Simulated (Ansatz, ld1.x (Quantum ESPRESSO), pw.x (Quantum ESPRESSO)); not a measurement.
# tungsten (W): one change to the TM potential, in the atom and in the bcc crystal

W, norm-conserving Troullier–Martins (Kleinman–Bylander form), made with ld1.x (Quantum ESPRESSO) 7.5 (PBEsol, scalar-relativistic). Core [Xe] 4f14, reference 5d4 6s2 6p0. Waves: 6s (bound): rc 2.10 bohr; 5d (bound): rc 2.60 bohr; 6p (bound, empty): rc 3.75 bohr. Local part: the p channel. Core correction: none.

Change: all radii scaled by about 0.80 (s 1.68, p 2.98, d 2.08 bohr).

Cutoffs, loose and tight: the cutoffs (Ry, on a coarse ladder) from which the occupation-weighted sum of valence levels, in a spherical-Bessel basis at the reference potential, stays within 10 and 1 mRy of its value at 400 Ry. They do not see the model core or the augmentation charge, which bear on the density cutoff. Test errors are all-electron minus pseudo excitation energies from the reference, over the configurations 5d4 6s1 6p0; 5d4 6s0 6p0; 5d3 6s0 6p0; 5d5 6s0 6p0; 5d4 6s0 6p1; 5d2 6s0 6p0; 5d4 6s0 6p2; variants that change the core or the reference have their own tests.

Crystal test: bcc W in pw.x 7.5, no spin, 15³ k-points, Fermi–Dirac smearing 0.01 Ry, cutoffs set for each file from its atomic test. The reference is all-electron LAPW (Ansatz 0.2.0) with the same functional, mesh and smearing; V0 and B0 come from Birch–Murnaghan fits to the pressures at five volumes. Errors are pseudo minus all-electron; Δ is the rms difference of the E(V) curves that follow from these fits, minima aligned, over ±6 % about the mean V0. Mesh and smearing are coarse, so the numbers serve the comparison and aren't converged zero-temperature values; the lattice is a test structure that the element need not adopt.

All-electron: a0 = 3.155 Å (V0 = 15.70 Å³/atom), B0 = 321.1 GPa.

Question: Does the change bring the crystal closer to the all-electron result?

Answer: The mean pressure error goes from +40.10 to +41.49 GPa, a small move against the size of the error. Neither pressure curve crosses zero within the volumes sampled, so no fits are given.

```csv
quantity,base,changed
outcome (atom),generated,generated
"cutoff, loose (atom)",30 Ry,80 Ry
"cutoff, tight (atom)",40 Ry,120 Ry
bound ghosts (atom),none,none
largest test error (meV) (atom),-351,-431
cutoffs in pw.x (Ry),50/200,145/580
mean pressure error (GPa),+40.10,+41.49
```

Base: The largest radius (3.75 bohr) exceeds half the bond length (2.58 bohr), so the spheres overlap, which is one possible source of error among others. This is a poor potential for the solid. Changed file: The largest radius (2.98 bohr) exceeds half the bond length (2.58 bohr), so the spheres overlap, which is one possible source of error among others. This is a poor potential for the solid. The atomic cutoffs weigh occupied waves only.
